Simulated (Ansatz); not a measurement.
Two structures of CH$_{4}$OSi, singlet, reached by relaxing down either side of one saddle point (PBE0-D4/def2-TZVP). Energies are electronic, without zero-point energy. Computed with Ansatz 0.2.0 (basis: def2-TZVPP and def2-QZVPP); correlated methods freeze the cores. Extrapolation: Hartree–Fock as exp(−7.88 √X), correlation as X^−2.97. First:

```
7
angstrom
H -0.9787 -2.3003 -0.6849
O -0.8695 -1.3725 -0.4628
Si 0.6848 -0.9575 -0.0409
C 0.3553 0.8766 0.2619
H 1.2315 1.4020 0.6472
H -0.4780 1.0039 0.9616
H 0.0545 1.3478 -0.6819
```

Second:

```xyz
7
angstrom
H 0.5959 -1.7357 -0.9389
O -1.7238 -1.4772 0.2786
Si -0.3813 -0.9241 -0.1624
C 0.2661 0.7758 0.1626
H 1.2097 0.7144 0.7138
H -0.4490 1.3691 0.7322
H 0.4824 1.2777 -0.7858
```

Question: Which bonds change from the first to the second?

Answer: CH₄OSi ([CH3][Si][OH]) → CH₄OSi ([CH3][SiH][O]); bonds formed: H1–Si3; bonds broken: H1–O2.

Question: Give the saddle point's structure and its height above each. (An estimate is asked for; the value comes from the calculation.)

Answer: Computed: 2.495 eV above the first and 2.490 eV above the second (CCSD(T) at an estimated basis limit (MP2 extrapolated from triple and quadruple zeta, plus CCSD(T) − MP2 in triple zeta)).
```
7
angstrom
H -0.1986 -2.2992 -0.7538
O -1.2828 -1.6155 -0.0052
Si 0.0557 -0.8491 -0.3300
C 0.3210 0.9263 0.1944
H 1.2173 1.0224 0.8136
H -0.5587 1.2455 0.7626
H 0.4461 1.5697 -0.6815
```

The T1 diagnostic stays at or below 0.026. The T1 diagnostic is large here, which may signal multireference character or strong orbital relaxation, so CCSD(T) is less sure. The restricted Hartree–Fock reference is unstable towards an unrestricted one at one or more of these structures.

Labels in which every atom is bracketed show which atoms are joined, not bond orders.

For scale, one of the runs: CCSD(T)/def2-TZVPP, 160 basis functions, launched by `ansatz run in.yaml --threads 2 --pin off --events-out ev --progress --plain --max-ram 4352MiB`. The run took 21 s on 2 CPU threads of an Arm Neoverse V1 (shared host), with 1.1 GiB of host memory at its peak.
